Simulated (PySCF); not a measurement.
**Oxoborane (BHO): electronic excitations and core binding energies**

Wanted: the electronic excitations and core binding energies of Oxoborane (BHO) (`B=O`), by calculation.

The runs use PySCF 2.14.0, with density-fitted response routines of our own; the level of theory stands in each step. All values are computed, except where a source is named. Atoms count from 0, in the outputs and in this text.

### Step 1. Starting geometry

3 atoms, charge 0, multiplicity 1; geometry from: GFN2-xTB.

Bonds of the start (Å): B0–O1 1.19, B0–H2 1.15.

### Step 2. TDDFT and polarisability: CAM-B3LYP/def2-SVPD

Job settings and geometry (Å):

```
{"job": {"kind": "uv", "xc": "CAM-B3LYP", "basis": "def2-SVPD", "nstates": 8, "ntriplets": 3}, "charge": 0, "multiplicity": 1}
B     -0.009399     0.071943    -0.004111
O      1.160035    -0.121862    -0.010588
H     -1.139155     0.259273     0.002146
```

Method: TDDFT CAM-B3LYP/def2-SVPD, vertical, gas phase, core orbitals frozen in the response.

Launch:

```bash
OMP_NUM_THREADS=1 python probes_run.py task.json out
```

The driver reads the jobs from task.json and runs them one after another.

The program printed:

```text
coarse grid: 2792 points
cycle   1  E = -100.4272768134  dE =  1.595e-01  |g| = 8.109e-01  |ddm| = 2.258e+00
cycle   2  E = -100.0408312829  dE =  3.864e-01  |g| = 1.626e+00  |ddm| = 1.696e+00
cycle   3  E = -100.5728747975  dE = -5.320e-01  |g| = 2.368e-02  |ddm| = 1.143e+00
cycle   4  E = -100.5730629609  dE = -1.882e-04  |g| = 9.989e-03  |ddm| = 5.922e-02
cycle   5  E = -100.5730868386  dE = -2.388e-05  |g| = 1.866e-03  |ddm| = 2.239e-02
cycle   6  E = -100.5730877529  dE = -9.143e-07  |g| = 3.465e-04  |ddm| = 4.218e-03
final grid: 27792 points
cycle   7  E = -100.5974685258  dE = -1.020e-05  |g| = 3.067e-03  |ddm| = 1.721e-02
cycle   8  E = -100.5974652877  dE =  3.238e-06  |g| = 5.394e-03  |ddm| = 5.555e-03
cycle   9  E = -100.5974705793  dE = -5.292e-06  |g| = 1.856e-04  |ddm| = 3.506e-03
cycle  10  E = -100.5974705882  dE = -8.931e-09  |g| = 2.593e-05  |ddm| = 4.056e-04
cycle  11  E = -100.5974705884  dE = -1.776e-10  |g| = 4.820e-06  |ddm| = 5.748e-05
converged SCF energy = -100.5974705884

Static polarisability (au): isotropic 16.169, principal 13.979 13.979 20.549

Singlet excitations
state   eV       nm        f      main configurations
  1   8.1612    151.9   0.00000   H->L 0.47, H-1->L+1 0.47
  2   8.4216    147.2   0.00000   H-1->L+1 0.33, H->L 0.33, H-1->L 0.15
  3   8.4216    147.2   0.00000   H-1->L 0.33, H->L+1 0.33, H-1->L+1 0.15
  4   9.8541    125.8   0.09076   H-1->L+2 0.75, H-1->L+3 0.21
  5   9.8545    125.8   0.09078   H->L+2 0.75, H->L+3 0.21
  6  10.0136    123.8   0.00000   H-2->L 0.95
  7  10.0137    123.8   0.00000   H-2->L+1 0.95
  8  10.8680    114.1   0.00012   H-1->L+3 0.72, H-1->L+2 0.22

Triplet excitations (Tamm-Dancoff, eV): 7.0920 7.5539 7.5539
```

Wall time 2 s (1 thread, shared host).

The orbitals next to the gap, with their largest atomic shares:

| orbital | eV | atoms |
| --- | --- | --- |
| HOMO−3 | -15.47 | H2 43 %, B0 42 %, O1 15 % |
| HOMO−2 | -13.54 | O1 82 %, B0 15 % |
| HOMO−1 | -12.12 | O1 73 %, B0 25 % |
| HOMO | -12.12 | O1 73 %, B0 25 % |
| LUMO | 0.92 | B0 51 %, O1 30 %, H2 20 % |
| LUMO+1 | 0.92 | B0 51 %, O1 30 %, H2 20 % |
| LUMO+2 | 0.97 | B0 91 %, H2 6 % |

With each of the 8 states as a Gaussian band of 0.4 eV half-width at 1/e, the curve within the window shown has maxima at 126 nm (ε 7,300) L/(mol cm). Beyond the last state computed it falls off for lack of states. The curve at chosen wavelengths:

(nm, ε (L/mol/cm)): (111, 3), (113, 8), (115, 39), (117, 241), (119, 1015), (121, 2830), (123, 5368), (126, 7339), (128, 6144), (130, 3902), (132, 1927), (134, 758), (136, 242), (138, 64), (140, 14), (142, 3), (144, 0), (146, 0), (148, 0), (151, 0), (153, 0), (155, 0), (157, 0), (159, 0), (161, 0), (163, 0)

Further results of this job:

| property | computed |
| --- | --- |
| dipole moment (D) | 2.83 |
| polarisability (Å³) | 2.40 |
| HOMO–LUMO gap (eV) | 13.04 |
| −ε(HOMO) (eV) | 12.12 |

### Step 3. Core holes by ΔSCF: SCAN, X2C

Job settings and geometry (Å):

```
{"job": {"kind": "xps"}, "charge": 0, "multiplicity": 1}
B     -0.009399     0.071943    -0.004111
O      1.160035    -0.121862    -0.010588
H     -1.139155     0.259273     0.002146
```

With the program's defaults for keys left out, this is: delta-SCF UKS SCAN, pcX-2 on the ionised atom, pcseg-1 elsewhere, spin-free X2C.

The program printed:

```text
ground state, core basis on atom 0 (B), 64 functions
  cycle   1  E = -100.60359214  |g| = 7.48e-01
  cycle   2  E = -99.55831228  |g| = 2.24e+00
  cycle   3  E = -100.71598762  |g| = 1.03e-01
  cycle   4  E = -100.71864432  |g| = 3.97e-02
  cycle   5  E = -100.71900651  |g| = 6.13e-03
  cycle   6  E = -100.71901585  |g| = 8.83e-04
  cycle   7  E = -100.71901575  |g| = 1.82e-04
  E(ground) = -100.72263328 Eh
hole in B 1s of atom 0
  cycle   1  E = -93.07582072  |g| = 1.15e+00
  cycle   2  E = -92.08288636  |g| = 1.82e+00
  cycle   3  E = -93.00943569  |g| = 1.00e+00
  cycle   4  E = -93.42115823  |g| = 8.19e-02
  cycle   5  E = -93.42375924  |g| = 2.37e-02
  cycle   6  E = -93.42432912  |g| = 1.08e-02
  cycle   7  E = -93.42453204  |g| = 6.04e-03
  cycle   8  E = -93.42461553  |g| = 1.40e-03
  cycle   9  E = -93.42461668  |g| = 2.68e-04
  E(ion) = -93.42773050 Eh   <S^2> = 0.8229   hole on atom = 1.000   binding energy = 198.504 eV
ground state, core basis on atom 1 (O), 64 functions
  cycle   1  E = -100.75028566  |g| = 1.14e-01
  cycle   2  E = -100.74468853  |g| = 1.84e-01
  cycle   3  E = -100.75033225  |g| = 6.30e-02
  cycle   4  E = -100.75110876  |g| = 2.87e-03
  cycle   5  E = -100.75111144  |g| = 2.51e-04
  E(ground) = -100.75091523 Eh
hole in O 1s of atom 1
  cycle   1  E = -80.14397524  |g| = 2.22e+00
  cycle   2  E = -79.85898977  |g| = 2.11e+00
  cycle   3  E = -80.90446438  |g| = 3.90e-01
  cycle   4  E = -80.94073496  |g| = 9.53e-02
  cycle   5  E = -80.94408139  |g| = 2.16e-02
  cycle   6  E = -80.94425622  |g| = 2.27e-03
  cycle   7  E = -80.94426087  |g| = 6.85e-04
  cycle   8  E = -80.94426121  |g| = 2.48e-04
  E(ion) = -80.94488981 Eh   <S^2> = 0.7671   hole on atom = 1.000   binding energy = 538.949 eV
```

Run time: 2.6 s. Hardware: 1 thread, shared host.

Binding energies by hole, beside the orbital energy of the ground state; the difference holds orbital relaxation and, for a density functional, its self-interaction error:

| hole | stands for | environment | ΔSCF (eV) | −ε (eV) | ⟨S²⟩ |
| --- | --- | --- | --- | --- | --- |
| B1s on B0 | B0 | boron bonded to O, H | 198.50 | 181.1 | 0.823 |
| O1s on O1 | O1 | oxygen bonded to B | 538.95 | 516.7 | 0.767 |

### Step 4. What came out

```
                                quantity                        value
    lowest singlet (CAM-B3LYP/def2-SVPD)  8.16 eV (152 nm), f = 0.000
brightest single state of those computed  state 5, 9.85 eV, f = 0.091
                          lowest triplet                      7.09 eV
        B1s binding energies, SCAN/pcX-2                 B0 198.50 eV
        O1s binding energies, SCAN/pcX-2                 O1 538.95 eV
```

In words: The lowest singlet, at 8.16 eV, is HOMO→LUMO 0.47, HOMO−1→LUMO+1 0.47 and is dark; of the 8 states computed, the strongest absorption comes from states 4 to 5 together at 9.85 eV. The lowest triplet lies 1.07 eV below the lowest singlet (triplets in Tamm-Dancoff, singlets in full TDDFT).
